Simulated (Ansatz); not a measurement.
# Magnesium, hcp under PBE: how the Methfessel-Paxton smearing moves the result

How small must the Methfessel-Paxton smearing width be for energy and pressure to settle? The geometry was relaxed under PBE beforehand and stays fixed; 7 values are run, from 0.01 to 1.0 eV. Wanted are the values from which on the energy stays within 10 and 1 meV/atom, and the pressure within 0.5 GPa, of the narrowest run. Within the series other settings stay, but some runs also write fields, which adds to their time. Spin polarisation is left out.

Program: Ansatz 0.2.0. Level of theory: DFT PBE, plane waves with PAW, scalar-relativistic. These are calculated values, not measurements.

## (1) Starting point

The structure is hexagonal, space group P6_3/mmc (No. 194). The conventional cell has a = 3.195 Å, b = 3.195 Å, c = 5.188 Å, α = 90.00°, β = 90.00°, γ = 120.00°. Mg (site symmetry -6m2) is surrounded by 12 Mg at 3.18 to 3.20 Å.

Coordinates:

```cif
data_structure
_symmetry_space_group_name_H-M 'P 1'
_symmetry_Int_Tables_number 1
_cell_length_a 3.1953
_cell_length_b 3.1953
_cell_length_c 5.1879
_cell_angle_alpha 90.000
_cell_angle_beta 90.000
_cell_angle_gamma 120.000
_cell_volume 45.87
loop_
_atom_site_label
_atom_site_type_symbol
_atom_site_fract_x
_atom_site_fract_y
_atom_site_fract_z
_atom_site_occupancy
Mg1 Mg 0.33333 0.66667 0.25000 1
Mg2 Mg 0.66667 0.33333 0.75000 1
```

## (2) Width 0.01 eV

The run at 0.01 eV.

File input.yaml:

```yaml
crystal:
  lattice:
    - [3.1953117277, 0.0, 0.0]
    - [-1.5976558638, 2.7672211292, 0.0]
    - [0.0, 0.0, 5.1879445283]
  atoms:
    - { symbol: Mg, position: [0.3333333333, 0.6666666667, 0.25] }
    - { symbol: Mg, position: [0.6666666667, 0.3333333333, 0.75] }
hamiltonian:
  xc: pbe
  pseudopotentials:
    kind: paw
    azcp:
      Mg: "pseudopotentials/Mg.paw.azcp"
basis:
  ecutwfc: 420
  fft_grid_basis: typed
kpoints:
  mp_grid: { grid: [11, 11, 6], shift: [0, 0, 0] }
magnetization:
  spin_polarized: false
scf:
  occupations: { method: methfessel_paxton, width: 0.01 }
  lower_state_search: "off"
output:
  stress: true
```

The run is started by

```sh
> ansatz run input.yaml --threads 1 --pin off --max-ram 3584MiB --backend cpu --events-out ev --progress --plain --runs-dir out
```

## (3) Width 0.03 eV

The run at 0.03 eV.

Edit input.yaml of step 2 so:

```diff
@@ -22,3 +22,3 @@
 scf:
-  occupations: { method: methfessel_paxton, width: 0.01 }
+  occupations: { method: methfessel_paxton, width: 0.03 }
   lower_state_search: "off"
```

## (4) Width 0.1 eV

The run at 0.1 eV.

Edit input.yaml of step 3 so:

```diff
@@ -22,3 +22,3 @@
 scf:
-  occupations: { method: methfessel_paxton, width: 0.03 }
+  occupations: { method: methfessel_paxton, width: 0.1 }
   lower_state_search: "off"
```

## (5) Width 0.2 eV

The run at 0.2 eV.

Edit input.yaml of step 4 so:

```diff
@@ -22,3 +22,3 @@
 scf:
-  occupations: { method: methfessel_paxton, width: 0.1 }
+  occupations: { method: methfessel_paxton, width: 0.2 }
   lower_state_search: "off"
```

## (6) Width 0.3 eV

The run at 0.3 eV.

Edit input.yaml of step 5 so:

```diff
@@ -22,3 +22,3 @@
 scf:
-  occupations: { method: methfessel_paxton, width: 0.2 }
+  occupations: { method: methfessel_paxton, width: 0.3 }
   lower_state_search: "off"
@@ -26 +26,5 @@
   stress: true
+  write_density: true
+  write_potential: true
+  elf: true
+  volumetric_format: npy
```

## (7) Width 0.6 eV

The run at 0.6 eV.

Edit input.yaml of step 6 so:

```diff
@@ -22,3 +22,3 @@
 scf:
-  occupations: { method: methfessel_paxton, width: 0.3 }
+  occupations: { method: methfessel_paxton, width: 0.6 }
   lower_state_search: "off"
@@ -26,5 +26 @@
   stress: true
-  write_density: true
-  write_potential: true
-  elf: true
-  volumetric_format: npy
```

## (8) Width 1.0 eV

The run at 1.0 eV.

Edit input.yaml of step 7 so:

```diff
@@ -22,3 +22,3 @@
 scf:
-  occupations: { method: methfessel_paxton, width: 0.6 }
+  occupations: { method: methfessel_paxton, width: 1.0 }
   lower_state_search: "off"
@@ -26 +26,5 @@
   stress: true
+  write_density: true
+  write_potential: true
+  elf: true
+  volumetric_format: npy
```

(Steps that only read results are left out.)

**Question.** What will these runs give?

**Answer**, as computed:

| quantity | value |
| --- | --- |
| E(σ → 0) stays within 10 meV/atom of 0.01 eV | up to 1.0 eV |
| E(σ → 0) stays within 1 meV/atom | up to 0.2 eV |
| pressure stays within 0.5 GPa | up to 1.0 eV |
| pressure at 0.01 eV | -0.03 GPa |
| energy of a separate run on a finer mesh (19×19×10) | +10.9 meV/atom from 0.01 eV |

At 1.0 eV the energy differs by +8.4 meV/atom and the pressure by +0.1 GPa. The free energy F moves by +10.4 meV/atom over the range, and the estimate for σ → 0 by +8.4. This scheme cancels the term in the square of the width, so F moves little up to 0.2 eV. The mesh (11×11×6) is fixed, so the narrowest widths carry a k-point error of their own. The yardstick itself is unsettled by 10.9 meV/atom against the finer mesh, so the thresholds above hold only within this series, and wider smearing, which averages over more states, can land nearer the fine-mesh value than the narrowest does.
